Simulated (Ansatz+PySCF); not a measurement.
Values are calculated unless marked as measured or tabulated.
This PySCF input gave a total energy of -274.47579 hartree.

```python
from pyscf import gto, scf, mp

mol = gto.M(atom="""
Mg -0.008750 -0.040440 -0.670990
O -0.023250 0.015610 1.007180
""", basis='def2-svp', charge=0, spin=0)
mf = scf.RHF(mol)
mf.kernel()
pt = mp.MP2(mf, frozen=2).run()
print(mf.e_tot, pt.e_corr, pt.e_tot)
```

**Question.** Write an input for Ansatz with the same method and basis set.

**Answer.**

```yaml
crystal:
  periodic: [false, false, false]
  atoms:
    - { symbol: Mg, position_ang: [-0.00875, -0.04044, -0.67099] }
    - { symbol: O, position_ang: [-0.02325, 0.01561, 1.00718] }
basis:
  gaussian: { orbitals: def2-SVP }
hamiltonian:
  xc: hf
correlation:
  method: mp2
  frozen_orbitals: { Mg: 1, O: 1 }
scf:
  omitted_lower_state_checks: [stability, starts, atomic_configurations, cluster_reference, orbital_swaps, given_window_search, neighbouring_geometries, increment]
```

Ansatz (development build ahead of 0.2.0) gave -274.47579 hartree, 0.05 meV from the first. Caution: large share of triples, a single reference is doubtful; an unrestricted determinant lies well below.
